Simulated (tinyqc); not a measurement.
Inside a calculation (part 2 of 2). Method: RHF in the sto-6g basis, for CH3+, spin multiplicity 1. Computed by tinyqc, a small Python program that keeps every step (integrals from PySCF). Command: `OMP_NUM_THREADS=1 python tinyqc.py 24463 24464 out.jsonl` (the two numbers bound the seeds that draw the settings). One thread of a shared host (Intel(R) Xeon(R) Processor @ 2.60GHz), about 0.1 s of CPU time with the checks.

Geometry (angstrom):

| atom | x | y | z |
|---|---|---|---|
| C | 0.00000 | 0.00000 | 0.01200 |
| H | 1.11800 | 0.00000 | 0.00000 |
| H | -0.55900 | 0.96900 | 0.00000 |
| H | -0.55900 | -0.96900 | 0.00000 |

## Iteration 2: building the Fock matrix

D after iteration 1, lower triangle:
```
           1C 1s     1C 2s    1C 2px    1C 2py    1C 2pz     2H 1s    3H 1s    4H 1s
1C 1s    2.10223
1C 2s   -0.39512   1.60466
1C 2px   0.03518  -0.20550   0.82672
1C 2py   0.00541  -0.23789  -0.03196   0.38431
1C 2pz  -0.03861   0.30902   0.11159  -0.69883   1.28461
2H 1s   -0.03370  -0.01744   0.59527   0.20231  -0.35002   0.61546
3H 1s    0.01199  -0.05926  -0.24802   0.21796  -0.41295  -0.05335  0.18812
4H 1s   -0.10848   0.33450  -0.10166  -0.00894  -0.01321  -0.02158  0.02602  0.07806
```

core Hamiltonian H = T + V (hartree), lower triangle:
```
            1C 1s     1C 2s    1C 2px    1C 2py    1C 2pz     2H 1s     3H 1s     4H 1s
1C 1s   -19.35864
1C 2s    -4.45643  -6.05188
1C 2px   -0.00003  -0.00025  -5.12540
1C 2py    0.00000   0.00000   0.00000  -5.12540
1C 2pz    0.00055   0.00536   0.00000   0.00000  -4.94371
2H 1s    -1.11731  -2.53097  -2.10567   0.00000   0.02384  -3.80243
3H 1s    -1.11558  -2.52844   1.05138  -1.82263   0.02380  -0.68184  -3.80072
4H 1s    -1.11558  -2.52844   1.05138   1.82263   0.02380  -0.68184  -0.68057  -3.80072
```

nuclear repulsion = 9.3354029 hartree

Given earlier and not repeated: Two-electron integrals (ij|kl) in chemists' order.

J_ij = sum D_kl (ij|kl), K_ij = sum D_kl (ik|jl); F = H + J - 0.5 K; E = tr D H + tr D J / 2 - 0.25 tr D K + E_nn.

Coulomb J (hartree), lower triangle:
```
           1C 1s     1C 2s    1C 2px    1C 2py    1C 2pz    2H 1s    3H 1s    4H 1s
1C 1s   11.58141
1C 2s    2.10856   5.14909
1C 2px   0.00172   0.04503   5.20305
1C 2py  -0.00914  -0.03422  -0.00356   5.10786
1C 2pz   0.00490   0.01565   0.00490  -0.05766   5.13636
2H 1s    0.54015   2.14755   1.96473  -0.01021  -0.01620  3.72936
3H 1s    0.53773   2.06730  -0.91738   1.58316  -0.03114  0.54420  3.41597
4H 1s    0.53925   2.08139  -0.91961  -1.60914  -0.00267  0.54779  0.53547  3.42940
```

exchange K (hartree), lower triangle:
```
           1C 1s     1C 2s    1C 2px    1C 2py    1C 2pz    2H 1s    3H 1s    4H 1s
1C 1s    7.23072
1C 2s    1.15018   1.72358
1C 2px   0.00082  -0.02940   1.40470
1C 2py  -0.01902  -0.12375  -0.02616   0.77298
1C 2pz  -0.00699  -0.00391   0.03796  -0.52614   1.20663
2H 1s    0.31356   0.84176   0.80570  -0.01320  -0.07617  1.20053
3H 1s    0.30607   0.69498  -0.35941   0.28944  -0.27532  0.17420  0.66770
4H 1s    0.30618   0.82143  -0.31007  -0.33188   0.14557  0.22188  0.29652  0.68657
```

Fock matrix F (hartree), lower triangle:
```
            1C 1s     1C 2s    1C 2px    1C 2py    1C 2pz     2H 1s     3H 1s     4H 1s
1C 1s   -11.39259
1C 2s    -2.92296  -1.76458
1C 2px    0.00128   0.05948  -0.62470
1C 2py    0.00037   0.02765   0.00952  -0.40403
1C 2pz    0.00894   0.02297  -0.01408   0.20541  -0.41067
2H 1s    -0.73393  -0.80430  -0.54379  -0.00361   0.04572  -0.67333
3H 1s    -0.73089  -0.80862   0.31370  -0.38419   0.13032  -0.22474  -0.71860
4H 1s    -0.72942  -0.85777   0.28681   0.37943  -0.05165  -0.24499  -0.29335  -0.71460
```

total energy of this density = -38.5903613 hartree

## Iteration 2: DIIS over 2 matrices

error matrix X^T (FDS - SDF) X:
```
          1         2         3         4         5         6         7         8
1   0.00000   0.05773   0.01730   0.26259   0.07551  -0.04545  -0.11693  -0.00026
2  -0.05773   0.00000  -0.08967  -0.08391   0.18350   0.04619   0.17059   0.20277
3  -0.01730   0.08967   0.00000  -0.06219   0.03846  -0.02614  -0.13003  -0.10587
4  -0.26259   0.08391   0.06219   0.00000   0.13652  -0.05853   0.04650  -0.12048
5  -0.07551  -0.18350  -0.03846  -0.13652   0.00000   0.07314  -0.22493   0.20398
6   0.04545  -0.04619   0.02614   0.05853  -0.07314   0.00000   0.04097  -0.16241
7   0.11693  -0.17059   0.13003  -0.04650   0.22493  -0.04097   0.00000  -0.10817
8   0.00026  -0.20277   0.10587   0.12048  -0.20398   0.16241   0.10817   0.00000
```

B (overlaps of the stored error matrices):
```
               1              2
1  9.6890922e+01  3.0634915e+00
2  3.0634915e+00  8.5064152e-01
```

Minimise |sum c_i e_i|^2 with sum c_i = 1: solve [B -1; -1 0][c; lambda] = [0; -1] with B_ij = tr e_i^T e_j, and take F = sum c_i F_i.

DIIS coefficients: -0.02415  1.02415

extrapolated F (hartree), lower triangle:
```
            1C 1s     1C 2s    1C 2px    1C 2py    1C 2pz     2H 1s     3H 1s     4H 1s
1C 1s   -11.37879
1C 2s    -2.91789  -1.76442
1C 2px    0.00278   0.06094  -0.62003
1C 2py   -0.00264   0.02685   0.00911  -0.40188
1C 2pz    0.00785   0.02308  -0.01303   0.20786  -0.40517
2H 1s    -0.73051  -0.80550  -0.54227  -0.00421   0.04591  -0.66913
3H 1s    -0.72955  -0.81158   0.31351  -0.38530   0.13155  -0.22622  -0.72131
4H 1s    -0.72738  -0.85942   0.28801   0.38058  -0.05481  -0.24564  -0.29586  -0.71733
```

## Iteration 2: diagonalisation and new density

X, lower triangle:
```
           1C 1s     1C 2s    1C 2px    1C 2py   1C 2pz     2H 1s     3H 1s    4H 1s
1C 1s    1.02663
1C 2s   -0.15873   1.40073
1C 2px  -0.00002   0.00033   1.18232
1C 2py   0.00000   0.00000   0.00000   1.18227
1C 2pz   0.00033  -0.00382   0.00000   0.00000  1.00004
2H 1s    0.02239  -0.32599  -0.33577   0.00000  0.00331   1.24916
3H 1s    0.02238  -0.32548   0.16761  -0.29053  0.00331  -0.03068   1.24865
4H 1s    0.02238  -0.32548   0.16761   0.29053  0.00331  -0.03068  -0.03069  1.24865
```

Diagonalise F' = X^T F X, C = X C', fill 4 alpha and 4 beta electrons from the bottom; D = 2 C_occ C_occ^T. Each column has its largest component positive (the first on a tie).

F' = X^T F X (hartree), lower triangle:
```
           1         2         3         4         5         6         7         8
1  -11.17108
2   -1.46302  -0.80413
3   -0.00537   0.07557  -0.27709
4   -0.00567   0.02956   0.00681  -0.10708
5    0.00753  -0.00964  -0.01808   0.19149  -0.40456
6   -0.11667  -0.42638  -0.50457  -0.01949   0.05039  -0.16571
7   -0.11876  -0.37401   0.25305  -0.35545   0.09261  -0.05195  -0.28186
8   -0.11084  -0.42951   0.23029   0.34138  -0.02494  -0.06243  -0.07810  -0.25752
```

orbital energies (hartree): MO1 -11.38155, MO2 -1.17569, MO3 -0.82185, MO4 -0.75287, MO5 -0.30678, MO6 0.18254, MO7 0.35512, MO8 0.43205

coefficients C:
```
             MO1       MO2       MO3       MO4       MO5       MO6       MO7       MO8
1C 1s    0.99535  -0.21986  -0.03295  -0.00487  -0.02180  -0.18603   0.00883   0.07310
1C 2s    0.02202   0.71219   0.11354   0.06354   0.10662   1.23855  -0.05582  -0.48196
1C 2px  -0.00057  -0.10055   0.58382  -0.11097   0.02507  -0.39197  -0.06771  -1.02210
1C 2py   0.00021  -0.00734  -0.08665  -0.46687   0.11959   0.04337   1.14767  -0.08780
1C 2pz  -0.00078  -0.03866   0.08579   0.48577   0.85661  -0.07293   0.12047   0.04108
2H 1s   -0.00424   0.13127   0.45529  -0.16111  -0.03380  -0.32312   0.07657   1.19159
3H 1s   -0.00476   0.19313  -0.29397  -0.36733   0.30277  -0.87106  -0.80411  -0.15587
4H 1s   -0.00472   0.23547  -0.10079   0.35839  -0.34781  -0.86032   0.81205  -0.25562
```

D after iteration 2, lower triangle:
```
           1C 1s     1C 2s    1C 2px    1C 2py    1C 2pz     2H 1s     3H 1s    4H 1s
1C 1s    2.08032
1C 2s   -0.27743   1.04925
1C 2px   0.00568  -0.02477   0.72653
1C 2py   0.01392  -0.08945   0.00392   0.45106
1C 2pz   0.00506   0.02611   0.00013  -0.46788   0.48965
2H 1s   -0.09459   0.26971   0.54098   0.06960  -0.08856   0.50099
3H 1s   -0.07145   0.16145  -0.30055   0.39110  -0.42224  -0.09857   0.51734
4H 1s   -0.10978   0.35784  -0.24458  -0.32064   0.31270  -0.14540  -0.11304  0.38814
```

## Iteration 10 (converged): orbitals

converged F (hartree), lower triangle:
```
            1C 1s     1C 2s    1C 2px    1C 2py    1C 2pz     2H 1s     3H 1s     4H 1s
1C 1s   -11.73843
1C 2s    -2.99307  -1.87992
1C 2px   -0.00002  -0.00021  -0.77756
1C 2py    0.00000   0.00000   0.00000  -0.77751
1C 2pz   -0.00013   0.00442   0.00002   0.00000  -0.23868
2H 1s    -0.75060  -0.88275  -0.61763   0.00000   0.00571  -0.79444
3H 1s    -0.74945  -0.88194   0.30846  -0.53471   0.00570  -0.25452  -0.79375
4H 1s    -0.74945  -0.88194   0.30846   0.53471   0.00570  -0.25452  -0.25405  -0.79375
```

As before.

F' = X^T F X (hartree), lower triangle:
```
           1         2         3         4         5         6         7         8
1  -11.53031
2   -1.47995  -0.88579
3    0.00001   0.00018  -0.44319
4    0.00000   0.00000   0.00000  -0.44321
5   -0.00004  -0.00089   0.00001   0.00000  -0.23863
6   -0.12020  -0.43625  -0.49837   0.00000   0.00398  -0.27769
7   -0.11984  -0.43577   0.24891  -0.43137   0.00396  -0.05827  -0.27783
8   -0.11984  -0.43577   0.24891   0.43137   0.00397  -0.05827  -0.05824  -0.27783
```

orbital energies (hartree): MO1 -11.74063, MO2 -1.26991, MO3 -0.95165, MO4 -0.95161, MO5 -0.23869, MO6 0.20020, MO7 0.28881, MO8 0.28900

coefficients C:
```
             MO1       MO2       MO3       MO4       MO5       MO6       MO7       MO8
1C 1s    0.99590  -0.22360   0.00013   0.00000  -0.00311  -0.19706   0.00000  -0.00099
1C 2s    0.01922   0.73626  -0.00058   0.00000   0.01660   1.32764   0.00000   0.00716
1C 2px   0.00001   0.00035   0.64517   0.00107   0.00001  -0.00479  -0.00033   1.07264
1C 2py   0.00000   0.00000  -0.00107   0.64518   0.00000   0.00000   1.07253   0.00033
1C 2pz  -0.00005  -0.00290  -0.00002   0.00000   0.99985  -0.02028   0.00000  -0.00010
2H 1s   -0.00374   0.18076   0.41099   0.00068  -0.00593  -0.73280   0.00031  -1.02136
3H 1s   -0.00373   0.18044  -0.20623   0.35561  -0.00595  -0.73985  -0.88110   0.50462
4H 1s   -0.00373   0.18044  -0.20505  -0.35630  -0.00595  -0.73985   0.88079   0.50516
```

D after iteration 10, lower triangle:
```
           1C 1s     1C 2s    1C 2px    1C 2py    1C 2pz     2H 1s     3H 1s    4H 1s
1C 1s    2.08364
1C 2s   -0.29099   1.08490
1C 2px   0.00002  -0.00023   0.83248
1C 2py   0.00000   0.00000   0.00000   0.83251
1C 2pz   0.00121  -0.00428  -0.00002   0.00000   0.00002
2H 1s   -0.08818   0.26555   0.53044   0.00000  -0.00106   0.40320
3H 1s   -0.08819   0.26580  -0.26522   0.45931  -0.00104  -0.10377   0.40313
4H 1s   -0.08819   0.26580  -0.26522  -0.45931  -0.00104  -0.10377  -0.10368  0.40313
```

## Convergence

Stop when the energy changes by less than 1e-08 hartree and every element of the error matrix X^T (F D S - S D F) X is below 3e-05.

Course of the cycle:

| iteration | E (hartree) | change | largest element of the error matrix |
|---|---|---|---|
| 1 | -34.2126826 | - | 4.87e+00 |
| 2 | -38.5903613 | -4.38e+00 | 2.63e-01 |
| 3 | -38.9987635 | -4.08e-01 | 2.03e-01 |
| 4 | -39.0954990 | -9.67e-02 | 1.36e-01 |
| 5 | -39.1488616 | -5.34e-02 | 4.77e-02 |
| 6 | -39.1559141 | -7.05e-03 | 1.05e-02 |
| 7 | -39.1562868 | -3.73e-04 | 1.56e-03 |
| 8 | -39.1562894 | -2.69e-06 | 7.92e-05 |
| 9 | -39.1562895 | -2.09e-08 | 1.86e-05 |
| 10 | -39.1562895 | -1.10e-09 | 9.52e-06 |

PySCF RHF in the same basis = -39.1562895 hartree

Converged in 10 iterations.

## Populations, bond orders and dipole

overlap S, lower triangle:
```
          1C 1s    1C 2s    1C 2px    1C 2py    1C 2pz    2H 1s    3H 1s    4H 1s
1C 1s   1.00000
1C 2s   0.24323  1.00000
1C 2px  0.00000  0.00000   1.00000
1C 2py  0.00000  0.00000   0.00000   1.00000
1C 2pz  0.00000  0.00000   0.00000   0.00000   1.00000
2H 1s   0.06054  0.47535   0.45753   0.00000  -0.00491  1.00000
3H 1s   0.06045  0.47496  -0.22851   0.39611  -0.00491  0.13259  1.00000
4H 1s   0.06045  0.47496  -0.22851  -0.39611  -0.00491  0.13259  0.13234  1.00000
```

Mulliken: Z minus the diagonal of D S on the atom; Loewdin: the same with S^(1/2) D S^(1/2); Mayer order: 2 sum_s sum (D(s) S)_ij (D(s) S)_ji over the two atoms.

Charges (e):

| atom | Mulliken | Loewdin |
|---|---|---|
| 1C | 0.21749 | 0.43757 |
| 2H | 0.26074 | 0.18733 |
| 3H | 0.26089 | 0.18755 |
| 4H | 0.26089 | 0.18755 |

Mayer bond orders:

| pair | order |
|---|---|
| 2-1 | 0.92371 |
| 3-1 | 0.92363 |
| 3-2 | 0.00415 |
| 4-1 | 0.92363 |
| 4-2 | 0.00415 |
| 4-3 | 0.00416 |

dipole moment about the origin, x y z (debye): -0.00072  0.00000  0.03849
